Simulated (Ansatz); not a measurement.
Two shapes of doublet NO2.

Shape 1:

```xyz
3

N     0.0000    0.0000   -0.3148
O     0.0000    1.0929    0.1377
O     0.0000   -1.0929    0.1377
```

Shape 2:

```xyz
3

N     0.0000    0.0000   -0.2896
O     0.0000    1.0055    0.1267
O     0.0000   -1.0055    0.1267
```

Basis set: cc-pVDZ (spherical functions). Left uncorrelated: 3 orbitals. Charge 0, multiplicity 2.

Computed with Ansatz (development build ahead of 0.2.0); each method stands on the lowest determinant of its kind that the runs found.

Question: Which shape is lower in energy, and by how much in each method?

Answer:

```csv
method,E(2) − E(1) (eV)
UHF,0.647
UHF-MP2,1.563
```

Shape 1 is lower.
